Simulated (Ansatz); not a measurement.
Process, species as SMILES: C#N (CH-N) → [C-]#[NH+] (C-NH)
B3LYP-D3(BJ)/def2-TZVP geometries, fixed; electronic energies without zero-point terms.

Effect of a fitting basis named in the input at PBE/aug-cc-pVQZ with Ansatz (a first-principles code), against the last row, where the isomerisation energy is 14.82 kcal/mol. The default fits or decomposes integrals by the program's own choice; accuracy: high also tightens integrals, grids and stops.

```
setting                        largest shift of a total energy (mEh)  shift of the isomerisation energy (kcal/mol)
-----------------------------  -------------------------------------  --------------------------------------------
fitting: def2-SV(P)-JKFIT                                     -0.023                                        -0.001
fitting: def2-universal-JKFIT                                 -0.023                                        -0.001
fitting: cc-pVTZ-JKFIT                                        -0.010                                        -0.002
fitting: cc-pVQZ-JKFIT                                        -0.005                                         0.000
fitting: cc-pV5Z-JKFIT                                        -0.004                                         0.000
fitting: def2-universal-JFIT                                  -0.053                                        -0.004
accuracy: high                                                 0.000                                         0.000
accuracy: medium (default)                                     0.000                                         0.000
```

Within 0.02 kcal/mol in the isomerisation energy: fitting: def2-SV(P)-JKFIT; fitting: def2-universal-JKFIT; fitting: cc-pVTZ-JKFIT; fitting: cc-pVQZ-JKFIT; fitting: cc-pV5Z-JKFIT; fitting: def2-universal-JFIT; accuracy: high. The largest shift is 0.053 mEh in a total energy and 0.004 kcal/mol in the difference.
